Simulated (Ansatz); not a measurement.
We consider bcc Na, described by PBEsol (plane waves, PAW; Ansatz, an electronic-structure program).

Run with plane-wave cutoff 520 eV, 18×18×18 k mesh, Fermi–Dirac smearing 0.05 eV, scalar-relativistic PAW data made under PBE.

Computed at the level's own relaxed cell.

Question: Give the computed equilibrium volume per atom, bulk modulus, equilibrium lattice constant a and pressure derivative B′ of the bulk modulus.

Answer: 
- equilibrium volume per atom = 36.28 Å³/atom
- bulk modulus = 7.88 GPa
- equilibrium lattice constant a = 4.171 Å
- pressure derivative B′ of the bulk modulus = 3.7

The run finds no gap.

Measured, for comparison: equilibrium volume per atom 37.42 Å³/atom (static lattice: zero-point anharmonic expansion removed; as tabulated in Mejia-Rodriguez and Trickey (2018), arXiv:1807.09216); bulk modulus 7.9 GPa (0 K value with the zero-point phonon effect removed, our sources range from 7.63 to 7.91; as tabulated in Mejia-Rodriguez and Trickey (2018), arXiv:1807.09216); lattice constant a 4.214 Å (static lattice: zero-point anharmonic expansion removed, our sources range from 4.207 to 4.214; as tabulated in Mejia-Rodriguez and Trickey (2018), arXiv:1807.09216). Computed (rounded) less measured: equilibrium volume per atom -3.0 %, bulk modulus -0.3 % (inside the range of the sources held), lattice constant a -1.0 % (-0.9 % to -1.0 % over the range).

Static lattice: no zero-point or thermal effects.

The result took roughly 30 core-seconds.
